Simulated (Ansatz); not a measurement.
Relaxation of H7OSi2 (10 atoms, charge 0, multiplicity 2), to a largest force component of 0.03 eV/Å in at most 50 steps.

These are results of UKS LDA/def2-SVP (Ansatz), not measurements.

```xyz
10
Properties=species:S:1:pos:R:3
H 0.986 -0.581 -1.003
O 1.574 0.189 -0.873
Si 0.830 1.557 -0.270
Si -1.095 -1.637 0.400
H -0.275 2.064 -1.169
H 0.234 1.343 1.114
H 1.914 2.602 -0.173
H -2.456 -1.377 -0.189
H -0.958 -1.052 1.785
H -0.754 -3.109 0.379
```

Problem. Where does it end, and by what steps?

Solution. The forces met the threshold. The force dipped under the threshold on the way, but the program's further checks kept it going. After 16 steps the energy has fallen by 0.050 eV; H8 moved furthest, 0.86 Å.

```json
{"step": "0", "energy less start (eV)": "0.0000", "largest force component (eV/Å)": "0.189", "accepted": "yes"}
{"step": "1", "energy less start (eV)": "-0.0108", "largest force component (eV/Å)": "0.288", "accepted": "yes"}
{"step": "2", "energy less start (eV)": "-0.0220", "largest force component (eV/Å)": "0.146", "accepted": "yes"}
{"step": "3", "energy less start (eV)": "-0.0241", "largest force component (eV/Å)": "0.104", "accepted": "yes"}
{"step": "4", "energy less start (eV)": "-0.0249", "largest force component (eV/Å)": "0.076", "accepted": "yes"}
{"step": "5", "energy less start (eV)": "-0.0233", "largest force component (eV/Å)": "0.290", "accepted": "no"}
{"step": "6", "energy less start (eV)": "-0.0252", "largest force component (eV/Å)": "0.019", "accepted": "yes"}
{"step": "7", "energy less start (eV)": "-0.0257", "largest force component (eV/Å)": "0.049", "accepted": "yes"}
{"step": "8", "energy less start (eV)": "-0.0278", "largest force component (eV/Å)": "0.132", "accepted": "yes"}
{"step": "9", "energy less start (eV)": "-0.0299", "largest force component (eV/Å)": "0.177", "accepted": "yes"}
{"step": "10", "energy less start (eV)": "-0.0343", "largest force component (eV/Å)": "0.232", "accepted": "yes"}
{"step": "11", "energy less start (eV)": "-0.0405", "largest force component (eV/Å)": "0.227", "accepted": "yes"}
{"step": "12", "energy less start (eV)": "-0.0454", "largest force component (eV/Å)": "0.204", "accepted": "yes"}
{"step": "13", "energy less start (eV)": "-0.0472", "largest force component (eV/Å)": "0.144", "accepted": "yes"}
{"step": "14", "energy less start (eV)": "-0.0458", "largest force component (eV/Å)": "0.143", "accepted": "no"}
{"step": "15", "energy less start (eV)": "-0.0497", "largest force component (eV/Å)": "0.052", "accepted": "yes"}
{"step": "16", "energy less start (eV)": "-0.0504", "largest force component (eV/Å)": "0.005", "accepted": "yes"}
```

```xyz
10
Properties=species:S:1:pos:R:3
H 0.994 -0.686 -0.821
O 1.530 0.138 -0.713
Si 0.660 1.505 -0.323
Si -0.850 -1.627 0.422
H -0.240 1.972 -1.442
H -0.214 1.277 0.893
H 1.674 2.564 -0.012
H -1.954 -0.702 -0.016
H -0.414 -1.367 1.836
H -1.188 -3.073 0.175
```

The run took 11 s on 2 threads of AMD EPYC 9R14 (Zen 4), on a shared host, peak memory 0.16 GiB.
